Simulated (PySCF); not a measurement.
One molecule, one basis, several functionals.

C₄H₆OS.
SMILES: `CC(=O)[C@H]1CS1`

Torsions of this conformer, `[CH3:1][C:2](=[O:3])[C@H:4]1[CH2:5][S:6]1`: C1–C2–C4–C5 -47°.

PySCF, def2-SVPD basis, density fitting, gas phase, PBE0-D3(BJ)/def2-SVP geometry; singlet excitations by full TDDFT with frozen cores, triplets by Tamm–Dancoff TDDFT and ionisation energies by ΔSCF, from the lowest of the holes tried. One functional is left out:

| functional | exact exchange (%) | HOMO energy (eV) | LUMO energy (eV) | lowest singlet excitation (eV) | lowest triplet excitation (eV) | dipole moment (D) | mean polarisability (au) | vertical ionisation energy (eV) |
| --- | --- | --- | --- | --- | --- | --- | --- | --- |
| LDA | 0 | -5.86 | -2.51 | 3.55 | 3.21 | 2.489 | 73.0 | 8.86 |
| PBE | 0 | -5.73 | -2.29 | 3.62 | 3.21 | 2.398 | 72.4 | 8.68 |
| B3LYP | 20 | -6.82 | -1.47 | 4.07 | 3.57 | 2.519 | 70.1 | 9.08 |
| BHandHLYP | 50 | -8.22 | -0.07 | 4.47 | 3.92 | 2.635 | 67.5 | 9.24 |

Q: Predict the row of PBE0 (25 % exact exchange) by straight lines through the other rows, and check it.

A: 
| property | line | computed | computed − line | B3LYP (20 %), for comparison |
| --- | --- | --- | --- | --- |
| HOMO energy (eV) | -7.02 | -7.05 | -0.03 | -6.82 |
| LUMO energy (eV) | -1.24 | -1.23 | +0.01 | -1.47 |
| lowest singlet excitation (eV) | 4.06 | 4.14 | +0.08 | 4.07 |
| lowest triplet excitation (eV) | 3.58 | 3.58 | 0.00 | 3.57 |
| dipole moment (D) | 2.539 | 2.499 | -0.040 | 2.519 |
| mean polarisability (au) | 70.0 | 69.3 | -0.7 | 70.1 |
| vertical ionisation energy (eV) | 9.04 | 9.11 | +0.07 | 9.08 |

Q: Which of these properties follows the share of exact exchange most closely, and which least?

A: Most closely the HOMO energy, least the vertical ionisation energy; the correlations over the tabulated rows are HOMO energy -0.999, LUMO energy 0.997, lowest triplet excitation 0.994, mean polarisability -0.990, lowest singlet excitation 0.986, dipole moment 0.925, vertical ionisation energy 0.922. The HOMO energy moves by -0.486 eV for every 10 %. Functionals with the same share still differ in their other parts: at 0 % LDA and PBE differ by 0.13 eV in it.
